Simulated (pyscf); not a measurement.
## 1,1-elimination: H₃Si–GeH₃ → silane (SiH₄) + germylene (GeH₂) [singlet]

Gas phase, singlet surface, charge 0. Bonds broken: Si1–Ge2, Ge2–H6. Bonds formed: Si1–H6. PySCF, gas phase, ωB97X-D3(BJ)/def2-SVP geometries. MP2 and CC: frozen core, UHF for open shells. ΔMP2 is the change of the MP2 total energy from the triple- to the quadruple-zeta basis.

Transition state (Å):

```xyz
8

Si    -1.4643    -0.6918    -0.1067
Ge     0.6746     0.3709    -0.5897
H     -1.5648    -1.5676    -1.3025
H     -2.7919    -0.0359     0.1112
H     -1.1779    -1.4389     1.1495
H     -0.9694     0.8987    -0.6617
H      0.9256     1.6676     0.2235
H      0.7352     0.8179    -2.0728
```

One imaginary mode, 436i cm⁻¹; descent along it reached the two sides named, in the forms told below.

| bond | change | reactant side (Å) | saddle | product side |
|---|---|---|---|---|
| Si1–Ge2 | breaks | 2.368 | 2.437 | 2.8 |
| Ge2–H6 | breaks | 1.537 | 1.728 | 1.914 |
| Si1–H6 | forms | 3.2 | 1.756 | 1.542 |

Electronic energies relative to the reactant's lowest minimum found (kcal/mol):

```csv
level,barrier,reaction energy,reverse barrier
ωB97X-D3(BJ)/def2-TZVP,41.7,+49.2,-7.5
PBE/def2-TZVP,34.2,+44.3,-10.1
r²SCAN/def2-TZVP,36.5,+48.1,-11.5
B3LYP-D3(BJ)/def2-TZVP,37.8,+40.9,-3.1
PBE0-D3(BJ)/def2-TZVP,37.8,+47.7,-9.9
M06-2X/def2-TZVP,38.4,+41.3,-2.9
ωB97M-D3(BJ)/def2-TZVP,38.6,+40.7,-2.2
HF/def2-TZVP,49.5,+35.9,13.6
MP2/def2-QZVPP,39.6,+47.7,-8.1
CCSD/def2-TZVPP,42.1,+43.8,-1.7
CCSD(T)/def2-TZVPP,40.6,+45.0,-4.4
CCSD(T)/def2-TZVPP + ΔMP2(QZVPP),39.3,+44.7,-5.4
```

With CCSD(T)/def2-TZVPP + ΔMP2(QZVPP) energies and thermal terms (ideal gas, 1 atm, RRHO with modes under 100 cm⁻¹ raised to 100, one conformer, R ln 2 for chiral ones without a mode under 150 cm⁻¹), in kcal/mol:

```
T (K)   ΔH‡   ΔG‡     ΔH     ΔG
-----  ----  ----  -----  -----
298    37.7  37.2  +42.3  +32.7
600    37.2  36.9  +41.5  +23.3
900    36.7  36.9  +40.6  +14.5
1200   36.3  37.0  +39.5   +5.9
```

On the product side the descent ends in an adduct with a Ge–Si contact, 11.1 kcal/mol under the separated species and 3.6 kcal/mol under the saddle at ωB97X-D3(BJ)/def2-TZVP. At ωB97X-D3(BJ), PBE, r²SCAN, B3LYP-D3(BJ), PBE0-D3(BJ), M06-2X, ωB97M-D3(BJ), MP2, CCSD, CCSD(T), CCSD(T) the saddle lies under the separated products, which points to a path from their complex (located at ωB97X-D3(BJ) alone), and parting the products costs more than the saddle. What is counted as broken (Ge–Si) persists as a longer contact in the product adduct; parting that adduct is a step of its own. One saddle was located; it need not be the lowest between these sides. The CCSD(T) − MP2 part came from Ansatz, without density fitting, on the same reference. The frozen core leaves the outer d or s,p core shells of the metals and heavy elements correlated in the MP2 and CC values, and def2-TZVPP describes them poorly, which can shift differences by a few kcal/mol. Elements up to Kr have no core potential and no relativistic terms here.
